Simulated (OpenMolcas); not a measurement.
# SiH4O (Si(OH)H3), step by step

We compute the energy (UHF/STO-3G), then the energy (CASSCF(2,2)/STO-3G), then a single-point energy (CASPT2(2,2)/STO-3G), then the energy (SC-NEVPT2(2,2)/STO-3G), then the energy (MRCI(2,2)/STO-3G) of SiH4O (Si(OH)H3). 

Program for the calculation: OpenMolcas 26.06.

3 further runs of the same task are left out: 1 for a known fault of the program, 1 that didn't finish, 1 set aside as unsound or not needed.

## Step 1: The system as given

The species is SiH4O (6 atoms), meant as a singlet with charge 0. As SMILES, `[H][Si]([H])([H])O`. The O2–H3 distance was set to 1.906 Å, away from the relaxed value. At this shape a bond of the SMILES string is far longer than usual.

Bond lengths: Si1–O2 1.625 Å, Si1–H4 1.464 Å, Si1–H5 1.464 Å, Si1–H6 1.453 Å. Angles: O2–Si1–H4 110.3°, O2–Si1–H5 110.3°, O2–Si1–H6 101.4°, H4–Si1–H5 108.8°, H4–Si1–H6 112.9°, H5–Si1–H6 112.9°.

## Step 2: The energy at UHF/STO-3G (run 1)

The input, step1.inp:

```
&GATEWAY
BasLib=$CurrDir
Coord
6
angstrom
Si      -0.446790      -0.827802      -0.908028
O       -0.446390      -0.804742       0.717012
H        0.327320       0.620940       1.717260
H        0.926300      -0.825602      -1.416968
H       -1.147230       0.345548      -1.433308
H       -1.147450      -2.072502      -1.176548
Basis=STO-3G
Group=NoSym
&SEWARD
&SCF
UHF
Scramble=0.25
PrOrbitals=1 1
```

The basis set STO-3G is read from a file made from the Basis Set Exchange's data (not shown).

On the command line:

```sh
$ export MOLCAS_MEM=1860
$ pymolcas step1.inp > step1.log
```

Log:

```text
--- Start Module: gateway ---
[...]
--- Stop Module: gateway /rc=_RC_ALL_IS_WELL_ ---
--- Start Module: seward ---
[...]
      Basis functions           18
--- Stop Module: seward /rc=_RC_ALL_IS_WELL_ ---
--- Start Module: scf ---
[...]
       Convergence after  34 Iterations
[...]
::    Total SCF energy                               -361.6311897187
[...]
      Total spin, S                                     0.5890809866
[...]
      Total electronic charge=   26.000000
      Total            charge=   -0.000000
[...]
      Dipole Moment (debye):
      Origin of the operator (angstrom)=   -0.4310   -0.7912   -0.3388
                   X= -4.5769E-03               Y= -2.0472E-02               Z= -1.3471E+00           Total=  1.3473E+00
      Quadrupole Moment (debye*angstrom):
[...]
--- Stop Module: scf /rc=_RC_ALL_IS_WELL_ ---
[...]
```

Wall time 2.1 s (1 thread of Arm Neoverse V1, shared host); peak memory 0.37 GiB.

## Step 3: A single-point energy at CASSCF(2,2)/STO-3G (run 2)

The input, step2.input:

```
&gateway
 baslib = $CurrDir
 coord
 6
 angstrom
 Si      -0.446790      -0.827802      -0.908028
 O       -0.446390      -0.804742       0.717012
 H        0.327320       0.620940       1.717260
 H        0.926300      -0.825602      -1.416968
 H       -1.147230       0.345548      -1.433308
 H       -1.147450      -2.072502      -1.176548
 basis = STO-3G
 group = NoSym

&seward

&rasscf
 fileorb = $CurrDir/step1.UnaOrb
 spin = 1
 nactel = 2 0 0
 inactive = 12
 ras2 = 2
 orblisting = Nothing
```

The basis set STO-3G is read from a file made from the Basis Set Exchange's data (not shown).

On the command line:

```sh
$ export MOLCAS_MEM=1860
$ pymolcas step2.input > step2.log
```

Log:

```text
--- Start Module: gateway ---
[...]
--- Stop Module: gateway /rc=_RC_ALL_IS_WELL_ ---
--- Start Module: seward ---
[...]
      Basis functions           18
--- Stop Module: seward /rc=_RC_ALL_IS_WELL_ ---
--- Start Module: rasscf ---
[...]
      Number of active orbitals                  2
[...]
      Spin quantum number                      0.0
[...]
      Active orbitals                            2
[...]
      Number of CSFs                             3
[...]
      Number of root(s) required                 1
[...]
      Convergence after 10 iterations
[...]
      printout of CI-coefficients larger than  0.05 for root  1
      energy=    -361.645280
      conf/sym  11     Coeff  Weight
             1  20  -0.86074 0.74087
             3  02   0.50905 0.25913
      Natural orbitals and occupation numbers for root  1
      sym 1:   1.481741   0.518259
      ************************************************************************************************************************
      *                                                    Final results                                                     *
[...]
::    RASSCF root number  1 Total energy:   -361.64528009
[...]
      Total electronic charge=   26.000000
      Total            charge=   -0.000000
[...]
      Dipole Moment (debye):
      Origin of the operator (angstrom)=   -0.4310   -0.7912   -0.3388
                   X=  4.3810E-02               Y=  6.7934E-02               Z= -1.3136E+00           Total=  1.3160E+00
      Quadrupole Moment (debye*angstrom):
[...]
--- Stop Module: rasscf /rc=_RC_ALL_IS_WELL_ ---
[...]
```

Wall time 1.6 s (1 thread of Arm Neoverse V1, shared host); peak memory 0.37 GiB.

## Step 4: A single-point energy at CASPT2(2,2)/STO-3G (run 3)

The input, step3.inp:

```
>>> EXPORT MOLCAS_PRINT=2

&GATEWAY
  BASLIB=$CurrDir
  COORD
  6
  angstrom
  Si      -0.446790      -0.827802      -0.908028
  O       -0.446390      -0.804742       0.717012
  H        0.327320       0.620940       1.717260
  H        0.926300      -0.825602      -1.416968
  H       -1.147230       0.345548      -1.433308
  H       -1.147450      -2.072502      -1.176548
  BASIS=STO-3G
  GROUP=NoSym

&SEWARD

&RASSCF
  FILEORB=$CurrDir/step2.RasOrb
  SPIN=1
  NACTEL=2 0 0
  INACTIVE=12
  RAS2=2
  ORBLISTING=Nothing

&CASPT2
  IMAGINARY=0.1
  FROZEN=6
```

The basis set STO-3G is read from a file made from the Basis Set Exchange's data (not shown).

On the command line:

```sh
$ export MOLCAS_MEM=1860
$ pymolcas step3.inp > step3.log
```

Log:

```text
--- Start Module: gateway ---
[...]
--- Stop Module: gateway /rc=_RC_ALL_IS_WELL_ ---
[...]
      Basis functions           18
[...]
--- Start Module: rasscf ---
[...]
      Number of active orbitals                  2
[...]
      Spin quantum number                      0.0
[...]
      Active orbitals                            2
[...]
      Number of CSFs                             3
[...]
      Number of root(s) required                 1
[...]
      Convergence after  4 iterations
[...]
      printout of CI-coefficients larger than  0.05 for root  1
      energy=    -361.645280
      conf/sym  11     Coeff  Weight
             1  20  -0.86074 0.74087
             3  02   0.50904 0.25913
      Natural orbitals and occupation numbers for root  1
      sym 1:   1.481747   0.518253
      ************************************************************************************************************************
      *                                                    Final results                                                     *
[...]
::    RASSCF root number  1 Total energy:   -361.64528010
[...]
      Total electronic charge=   26.000000
      Total            charge=   -0.000000
[...]
      Dipole Moment (debye):
      Origin of the operator (angstrom)=   -0.4310   -0.7912   -0.3388
                   X=  4.3802E-02               Y=  6.7992E-02               Z= -1.3139E+00           Total=  1.3164E+00
      Quadrupole Moment (debye*angstrom):
[...]
--- Stop Module: rasscf /rc=_RC_ALL_IS_WELL_ ---
--- Start Module: caspt2 ---
[...]
 ###    WARNING: User changed nr of frozen orbitals.                         ###
 ###############################################################################
[...]
      E2 (Variational):          -0.0562381394
      Total energy:            -361.7015182391
[...]
      Reference weight:           0.97268
[...]
::    CASPT2 Root  1     Total energy:   -361.70151824
[...]
--- Stop Module: caspt2 /rc=_RC_ALL_IS_WELL_ ---
[...]
```

It took 1.6 s on 1 thread of Arm Neoverse V1, shared host; peak memory 0.37 GiB.

## Step 5: A single-point energy at SC-NEVPT2(2,2)/STO-3G (run 4)

The input, step4.inp:

```
&GATEWAY
 BasLib=$CurrDir
 Coord
 6
 angstrom
 Si      -0.446790      -0.827802      -0.908028
 O       -0.446390      -0.804742       0.717012
 H        0.327320       0.620940       1.717260
 H        0.926300      -0.825602      -1.416968
 H       -1.147230       0.345548      -1.433308
 H       -1.147450      -2.072502      -1.176548
 Basis=STO-3G
 Group=NoSym

&SEWARD

&RASSCF
 FileOrb=$CurrDir/step2.RasOrb
 Spin=1
 Nactel=2 0 0
 Inactive=12
 Ras2=2
 OrbListing=Nothing

&CASPT2
 SC-NEVPT2
 Frozen=6
```

The basis set STO-3G is read from a file made from the Basis Set Exchange's data (not shown).

On the command line:

```sh
$ export MOLCAS_MEM=1860
$ pymolcas step4.inp > step4.log
```

Log:

```text
--- Start Module: gateway ---
[...]
--- Stop Module: gateway /rc=_RC_ALL_IS_WELL_ ---
[...]
      Basis functions           18
[...]
--- Start Module: rasscf ---
[...]
      Number of active orbitals                  2
[...]
      Spin quantum number                      0.0
[...]
      Active orbitals                            2
[...]
      Number of CSFs                             3
[...]
      Number of root(s) required                 1
[...]
      Convergence after  4 iterations
[...]
      printout of CI-coefficients larger than  0.05 for root  1
      energy=    -361.645280
      conf/sym  11     Coeff  Weight
             1  20  -0.86074 0.74087
             3  02   0.50904 0.25913
      Natural orbitals and occupation numbers for root  1
      sym 1:   1.481747   0.518253
      ************************************************************************************************************************
      *                                                    Final results                                                     *
[...]
::    RASSCF root number  1 Total energy:   -361.64528010
[...]
      Total electronic charge=   26.000000
      Total            charge=   -0.000000
[...]
      Dipole Moment (debye):
      Origin of the operator (angstrom)=   -0.4310   -0.7912   -0.3388
                   X=  4.3802E-02               Y=  6.7992E-02               Z= -1.3139E+00           Total=  1.3164E+00
      Quadrupole Moment (debye*angstrom):
[...]
--- Stop Module: rasscf /rc=_RC_ALL_IS_WELL_ ---
--- Start Module: caspt2 ---
[...]
 ###    WARNING: User changed nr of frozen orbitals.                         ###
 ###############################################################################
[...]
      E2 (Variational):          -0.0551522382
[...]
      E2 (Variational):          -0.0550854235
      Total energy:            -361.7003655232
[...]
      Reference weight:           0.97389
[...]
::    SC-NEVPT2 Root  1     Total energy:   -361.70036552
[...]
--- Stop Module: caspt2 /rc=_RC_ALL_IS_WELL_ ---
[...]
```

Wall time 1.6 s (1 thread of Arm Neoverse V1, shared host); peak memory 0.37 GiB.

## Step 6: The energy at MRCI(2,2)/STO-3G (run 5)

The input, step5.inp:

```
* H4OSi MRCI
&gateway
baslib = $CurrDir
coord
6
angstrom
Si      -0.446790      -0.827802      -0.908028
O       -0.446390      -0.804742       0.717012
H        0.327320       0.620940       1.717260
H        0.926300      -0.825602      -1.416968
H       -1.147230       0.345548      -1.433308
H       -1.147450      -2.072502      -1.176548
basis = STO-3G
group = NoSym
&seward
&rasscf
fileorb = $CurrDir/step2.RasOrb
spin = 1
nactel = 2 0 0
inactive = 12
ras2 = 2
orblisting = Nothing
&motra
lumorb
frozen = 6
&guga
electrons = 14
spin = 1
inactive = 6
active = 2
ciall = 1
&mrci
sdci
```

The basis set STO-3G is read from a file made from the Basis Set Exchange's data (not shown).

On the command line:

```sh
$ export MOLCAS_MEM=1860
$ pymolcas step5.inp > step5.log
```

Log:

```text
--- Start Module: gateway ---
[...]
--- Stop Module: gateway /rc=_RC_ALL_IS_WELL_ ---
[...]
      Basis functions           18
[...]
      Number of active orbitals                  2
[...]
      Spin quantum number                      0.0
[...]
      Active orbitals                            2
[...]
      Number of CSFs                             3
[...]
      Number of root(s) required                 1
[...]
      Convergence after  4 iterations
[...]
      printout of CI-coefficients larger than  0.05 for root  1
      energy=    -361.645280
      conf/sym  11     Coeff  Weight
             1  20  -0.86074 0.74087
             3  02   0.50904 0.25913
      Natural orbitals and occupation numbers for root  1
      sym 1:   1.481747   0.518253
      ************************************************************************************************************************
      *                                                    Final results                                                     *
[...]
::    RASSCF root number  1 Total energy:   -361.64528010
[...]
      Dipole Moment (debye):
      Origin of the operator (angstrom)=   -0.4310   -0.7912   -0.3388
                   X=  4.3802E-02               Y=  6.7992E-02               Z= -1.3139E+00           Total=  1.3164E+00
      Quadrupole Moment (debye*angstrom):
[...]
      *** WARNING: Default frozen orbitals is overwritten by user input.
      *** Default values:   3
[...]
--- Start Module: guga ---
[...]
--- Stop Module: guga /rc=_RC_ALL_IS_WELL_ ---
--- Start Module: mrci ---
[...]
       (But an ACPF correction will be computed)
       USE THE DEFAULT ACPF G-VALUE GFAC=  0.14285714285714285
[...]
                      CI ENERGY:  -361.72142130
[...]
                ACPF CORRECTION:    -0.00356534
[...]
      Total electronic charge=   26.000000
      Total            charge=   -0.000000
[...]
     ACPF CORRECTION:     -0.00356534
[...]
  CI State   1     Total energy:   -361.72142130     QDav:     -0.00419228     QACPF:     -0.00356534
[...]
--- Stop Module: mrci /rc=_RC_ALL_IS_WELL_ ---
[...]
```

It took 1.8 s on 1 thread of Arm Neoverse V1, shared host; peak memory 0.37 GiB.

## Step 7: Summary of results

| quantity | value |
| --- | --- |
| run 1, UHF/STO-3G: total energy | -361.63119 Eh |
| run 1, UHF/STO-3G: dipole moment | 1.35 D |
| run 1, UHF/STO-3G: HOMO energy | -8.97 eV |
| run 1, UHF/STO-3G: LUMO energy | 9.09 eV |
| run 1, UHF/STO-3G: HOMO–LUMO gap | 18.05 eV |
| run 1, UHF/STO-3G: ⟨S²⟩ | 0.936 |
| run 2, CASSCF(2,2)/STO-3G: total energy | -361.64528 Eh |
| run 2, CASSCF(2,2)/STO-3G: dipole moment (CASSCF density) | 1.32 D |
| run 3, CASPT2(2,2)/STO-3G: total energy | -361.70152 Eh |
| run 3, CASPT2(2,2)/STO-3G: dipole moment (CASSCF density) | 1.32 D |
| run 4, SC-NEVPT2(2,2)/STO-3G: total energy | -361.70037 Eh |
| run 4, SC-NEVPT2(2,2)/STO-3G: dipole moment (CASSCF density) | 1.32 D |
| run 5, MRCI(2,2)/STO-3G: total energy | -361.72142 Eh |
| run 5, MRCI(2,2)/STO-3G: dipole moment (CASSCF density) | 1.32 D |

In words: ⟨S²⟩ (run 1, UHF/STO-3G) is 0.94 where a pure singlet has 0.00: the reference is spin-contaminated. Mulliken charges (run 2, CASSCF(2,2)/STO-3G) run from -0.33 on O2 to +0.81 on Si1; they depend strongly on the basis. Mulliken charges (run 3, CASPT2(2,2)/STO-3G) of the CASSCF density run from -0.33 on O2 to +0.81 on Si1. Mulliken charges (run 4, SC-NEVPT2(2,2)/STO-3G) of the CASSCF density run from -0.33 on O2 to +0.81 on Si1; they depend strongly on the basis. Mulliken charges (run 5, MRCI(2,2)/STO-3G) of the CASSCF density run from -0.33 on O2 to +0.81 on Si1; they depend strongly on the basis.
